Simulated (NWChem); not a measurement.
**C2H5N (SMILES C1CN1): levels of theory compared**

We compute a comparison of 6 runs (HF/STO-3G, B3LYP/6-31G**, PBE0/def2-SVP, M06-2X/6-311G**, PBE/def2-SVPD, CCSD(T)/def2-SVPD) of C2H5N. 

Program for the calculation: NWChem 7.3.0.

### Step 1. The structure to begin with

C2H5N has 8 atoms, charge 0, and is taken as a singlet. As SMILES, `C1CN1`. Geometry: relaxed at PBE0-D4/def2-TZVP.

Bond lengths: C1–C2 1.474 Å, C1–N3 1.458 Å, C2–N3 1.458 Å, C1–H4 1.085 Å, C1–H5 1.084 Å, C2–H6 1.084 Å, C2–H7 1.085 Å, N3–H8 1.013 Å. Some angles: C1–C2–N3 59.6°, C2–C1–N3 59.6°, C1–N3–C2 60.7°, C1–C2–H6 119.8°, C1–C2–H7 117.8°, N3–C2–H6 114.9°, N3–C2–H7 118.8°, C2–C1–H4 117.8°, C2–C1–H5 119.8°, N3–C1–H4 118.8°.

### Step 2. Energy and gradient at HF/STO-3G (run 1)

Input file input.nw:

```
start input
title "C2H5N"
memory total 2200 mb
charge 0

geometry noautosym nocenter noautoz
 C       -0.441950       0.372860      -0.526630
 C        0.701820       0.041300       0.342680
 N       -0.646410      -0.379240       0.705850
 H       -0.523890      -0.146250      -1.476300
 H       -0.850360       1.377350      -0.521460
 H        1.130680       0.803020       0.984310
 H        1.406100      -0.705720      -0.009460
 H       -0.775990      -1.363310       0.501020
end

basis spherical bse
 * library STO-3G
end

scf
 thresh 1e-08
 maxiter 80
 print low
end

task scf gradient
```

Command:

```console
$ nwchem input.nw > input.out
```

Log:

```text
[...]
  functions       =    20
[...]
  wavefunction    = RHF
[...]
         Total SCF energy =   -131.397535641150
      One-electron energy =   -329.279246309554
      Two-electron energy =    121.303925602778
 Nuclear repulsion energy =     76.577785065626
        Time for solution =      0.3s
[...]
                         RHF ENERGY GRADIENTS
    atom               coordinates                        gradient
                 x          y          z           x          y          z
   1 C      -0.835164   0.704603  -0.995186    0.010585  -0.008758   0.019568
   2 C       1.326247   0.078046   0.647571   -0.023104   0.001019  -0.006043
   3 N      -1.221538  -0.716660   1.333863    0.014008  -0.015953  -0.024515
   4 H      -0.990009  -0.276372  -2.789802    0.000973  -0.002105  -0.000118
   5 H      -1.606947   2.602814  -0.985417   -0.001201  -0.000039   0.002365
   6 H       2.136675   1.517488   1.860076   -0.001937   0.000169   0.001820
   7 H       2.657144  -1.333617  -0.017877   -0.000830  -0.001580  -0.001490
   8 H      -1.466408  -2.576282   0.946791    0.001507   0.027247   0.008414
 Task  times  cpu:        0.4s     wall:        0.4s
 Total times  cpu:        0.4s     wall:        0.4s
```

Wall time 0.92 s (1 thread of Intel Xeon 6975P-C (Granite Rapids), shared host); peak memory 0.1 GiB.

### Step 3. Energy and gradient at B3LYP/6-31G(d,p) (spherical functions) (run 2)

Input file c2h5n.xyz:

```xyz
8
aziridine
C     -0.441950     0.372860    -0.526630
C      0.701820     0.041300     0.342680
N     -0.646410    -0.379240     0.705850
H     -0.523890    -0.146250    -1.476300
H     -0.850360     1.377350    -0.521460
H      1.130680     0.803020     0.984310
H      1.406100    -0.705720    -0.009460
H     -0.775990    -1.363310     0.501020
```

Input file c2h5n.nw:

```
start c2h5n
title "aziridine"
memory total 2200 mb
geometry units angstrom noautosym nocenter noautoz
load format xyz c2h5n.xyz
end
basis spherical bse
C library 6-31G**
N library 6-31G**
H library 6-31G**
end
dft
xc b3lyp
grid xfine
convergence energy 1e-08
iterations 100
mulliken
noprint "final vectors analysis"
end
task dft gradient
```

Command:

```console
$ nwchem c2h5n.nw > c2h5n.out
```

Log:

```text
[...]
          Wavefunction type:  closed shell.
          No. of atoms     :     8
          No. of electrons :    24
[...]
          Charge           :     0
          Spin multiplicity:     1
[...]
          AO basis - number of functions:    67
[...]
              XC Information
              --------------
                         B3LYP Method XC Potential
                     Hartree-Fock (Exact) Exchange  0.200
                        Slater Exchange Functional  0.800 local
                    Becke 1988 Exchange Functional  0.720 non-local
              Lee-Yang-Parr Correlation Functional  0.810
                  VWN I RPA Correlation Functional  0.190 local
[...]
 d= 0,ls=0.0,diis     1   -133.8875954970 -2.10D+02  9.27D-03  3.16D-01     1.9
[...]
 d= 0,ls=0.0,diis     8   -133.9252939724 -2.23D-09  1.59D-06  1.70D-08    13.4
         Total DFT energy =     -133.925293972384
      One electron energy =     -331.128359843141
           Coulomb energy =      140.291973556421
    Exchange-Corr. energy =      -19.666692751289
 Nuclear repulsion energy =       76.577785065626
[...]
      Total Density - Mulliken Population Analysis
     ---------------------------------------------
    Atom       Charge   Shell Charges
 -----------   ------   -------------------------------------------------------
    1 C    6     6.12   2.00  0.67  2.10  0.53  0.77  0.05
    2 C    6     6.12   2.00  0.67  2.10  0.53  0.77  0.05
    3 N    7     7.45   2.00  0.81  2.42  0.89  1.30  0.04
    4 H    1     0.90   0.54  0.35  0.01
    5 H    1     0.88   0.54  0.33  0.01
    6 H    1     0.88   0.54  0.33  0.01
    7 H    1     0.90   0.54  0.35  0.01
    8 H    1     0.76   0.52  0.21  0.02
[...]
  wavefunction    = closed shell
                         DFT ENERGY GRADIENTS
    atom               coordinates                        gradient
                 x          y          z           x          y          z
   1 C      -0.835164   0.704603  -0.995186    0.003541  -0.003159   0.006871
   2 C       1.326247   0.078046   0.647571   -0.008105   0.000224  -0.001984
   3 N      -1.221538  -0.716660   1.333863    0.006664   0.001479  -0.008201
   4 H      -0.990009  -0.276372  -2.789802    0.000296   0.000064   0.002556
   5 H      -1.606947   2.602814  -0.985417    0.001097  -0.001985   0.000941
   6 H       2.136675   1.517488   1.860076   -0.001780  -0.001154  -0.001235
   7 H       2.657144  -1.333617  -0.017877   -0.002380   0.000841   0.000521
   8 H      -1.466408  -2.576282   0.946791    0.000668   0.003690   0.000531
[...]
```

Run time: 17 s. Hardware: 1 thread of Intel Xeon 6975P-C (Granite Rapids), shared host; peak memory 0.14 GiB.

Runs 3 to 4 aren't shown in full; the table further down has their settings and results.

### Step 4. Energy and forces at PBE/def2-SVPD (run 5)

Input file c2h5n.nw:

```
start c2h5n
title "C2H5N"
memory total 2200 mb

geometry noautosym nocenter noautoz
 C       -0.441950       0.372860      -0.526630
 C        0.701820       0.041300       0.342680
 N       -0.646410      -0.379240       0.705850
 H       -0.523890      -0.146250      -1.476300
 H       -0.850360       1.377350      -0.521460
 H        1.130680       0.803020       0.984310
 H        1.406100      -0.705720      -0.009460
 H       -0.775990      -1.363310       0.501020
end

basis spherical bse
 C library def2-SVPD
 N library def2-SVPD
 H library def2-SVPD
end

dft
 xc xpbe96 cpbe96
 mult 1
 grid fine
 convergence energy 1e-08
 iterations 100
 mulliken
end

task dft gradient
```

Command:

```console
$ nwchem c2h5n.nw > c2h5n.out
```

Log:

```text
[...]
          Wavefunction type:  closed shell.
          No. of atoms     :     8
          No. of electrons :    24
[...]
          Charge           :     0
          Spin multiplicity:     1
[...]
          AO basis - number of functions:   100
[...]
              XC Information
              --------------
          PerdewBurkeErnzerhof Exchange Functional  1.000
            Perdew 1991 LDA Correlation Functional  1.000 local
           PerdewBurkeErnz. Correlation Functional  1.000 non-local
[...]
 d= 0,ls=0.0,diis     1   -133.6234845539 -2.10D+02  2.19D-02  3.34D-01     1.4
[...]
 d= 0,ls=0.0,diis     8   -133.6599300991 -3.84D-10  6.07D-06  2.18D-07     9.8
         Total DFT energy =     -133.659930099088
      One electron energy =     -330.766193902618
           Coulomb energy =      139.946688618428
    Exchange-Corr. energy =      -19.418209880524
 Nuclear repulsion energy =       76.577785065626
[...]
      Total Density - Mulliken Population Analysis
     ---------------------------------------------
    Atom       Charge   Shell Charges
 -----------   ------   -------------------------------------------------------
    1 C    6     5.35   1.98  0.93 -0.07  0.00  2.14  0.36  0.05 -0.05
    2 C    6     5.35   1.98  0.93 -0.07  0.00  2.14  0.36  0.05 -0.05
    3 N    7     7.37   1.99  1.05  0.52  0.20  2.38  1.14  0.03  0.06
    4 H    1     1.19   0.77  0.39  0.02  0.01
    5 H    1     1.26   0.77  0.47  0.02  0.00
    6 H    1     1.26   0.77  0.47  0.02  0.00
    7 H    1     1.19   0.77  0.39  0.02  0.01
    8 H    1     1.03   0.76  0.24  0.04 -0.01
[...]
  wavefunction    = closed shell
                         DFT ENERGY GRADIENTS
    atom               coordinates                        gradient
                 x          y          z           x          y          z
   1 C      -0.835164   0.704603  -0.995186    0.001364  -0.001364   0.001283
   2 C       1.326247   0.078046   0.647571   -0.001924  -0.000406  -0.001219
   3 N      -1.221538  -0.716660   1.333863    0.004899  -0.002928  -0.007560
   4 H      -0.990009  -0.276372  -2.789802    0.000982   0.004983   0.009777
   5 H      -1.606947   2.602814  -0.985417    0.004223  -0.010204   0.000288
   6 H       2.136675   1.517488   1.860076   -0.004686  -0.007624  -0.006474
   7 H       2.657144  -1.333617  -0.017877   -0.007409   0.007417   0.003399
   8 H      -1.466408  -2.576282   0.946791    0.002552   0.010127   0.000507
[...]
```

It took 14 s on 1 thread of Intel Xeon 6975P-C (Granite Rapids), shared host; peak memory 0.12 GiB.

### Step 5. The energy at CCSD(T)/def2-SVPD (run 6)

Input file c2h5n.nw:

```
start c2h5n
memory 2200 mb
geometry noautosym nocenter noautoz
  C       -0.441950       0.372860      -0.526630
  C        0.701820       0.041300       0.342680
  N       -0.646410      -0.379240       0.705850
  H       -0.523890      -0.146250      -1.476300
  H       -0.850360       1.377350      -0.521460
  H        1.130680       0.803020       0.984310
  H        1.406100      -0.705720      -0.009460
  H       -0.775990      -1.363310       0.501020
end
basis spherical bse
  * library def2-SVPD
end
scf
  thresh 1e-08
  maxiter 80
end
ccsd
  freeze core 3
  maxiter 60
end
task ccsd(t) energy
```

Command:

```console
$ nwchem c2h5n.nw > c2h5n.out
```

Log:

```text
[...]
  functions       =   100
[...]
  wavefunction    = RHF
[...]
         Total SCF energy =   -132.950764035215
      One-electron energy =   -330.463640175010
      Two-electron energy =    120.935091074169
 Nuclear repulsion energy =     76.577785065626
        Time for solution =      8.7s
[...]
 Total MP2 energy:           -133.417776361514683
[...]
             energy      energy      error      ampl     ampl      Block
                                                time     time      time
[...]
 Total CCSD energy:           -133.448920415373863
[...]
 Total CCSD+T(CCSD) energy:           -133.466669759756002
[...]
 Total CCSD(T) energy:                -133.466183417177092
[...]
```

It took 94 s on 1 thread of Intel Xeon 6975P-C (Granite Rapids), shared host; peak memory 0.28 GiB.

### Step 6. Overview of the runs

| run | level | iteration cap | module | energy (Eh) | largest force (eV/Å) | wall time |
| --- | --- | --- | --- | --- | --- | --- |
| 1 | HF/STO-3G | 80 | scf | -131.397536 | 1.668 | 0.92 s |
| 2 | B3LYP/6-31G** (spherical functions) | 100 | dft | -133.925294 | 0.549 | 17 s |
| 3 | PBE0/def2-SVP | 100 | dft | -133.663762 | 0.470 | 17 s |
| 4 | M06-2X/6-311G** | 100 | dft | -133.894561 | 0.322 | 36 s |
| 5 | PBE/def2-SVPD | 100 | dft | -133.659930 | 0.568 | 14 s |
| 6 | CCSD(T)/def2-SVPD | 80 | ccsd(t) | -133.466183 | – | 94 s |

### Step 7. Results

```
                                          quantity          value
                               run 6: total energy  -133.46618 Eh
        run 6: HOMO energy (Hartree–Fock orbitals)      -10.77 eV
        run 6: LUMO energy (Hartree–Fock orbitals)        2.89 eV
      run 6: HOMO–LUMO gap (Hartree–Fock orbitals)       13.67 eV
run 6: correlation energy (3 core orbitals frozen)     -515.4 mEh
                             run 6: (T) correction     -17.26 mEh
```

**Reading.** Over runs 2, 3, 4, 5 the dipole moment (its size) runs from 1.61 D (PBE/def2-SVPD) to 1.76 D (M06-2X/6-311G**). The two ends differ in method and basis. Over runs 3, 4, 5 the HOMO–LUMO gap runs from 5.96 eV (PBE/def2-SVPD) to 10.54 eV (M06-2X/6-311G**). Totals of different functionals can't be ranked against each other. In run 1 the basis is minimal, so the values are rough. All runs together took 3 min, the longest 94 s.
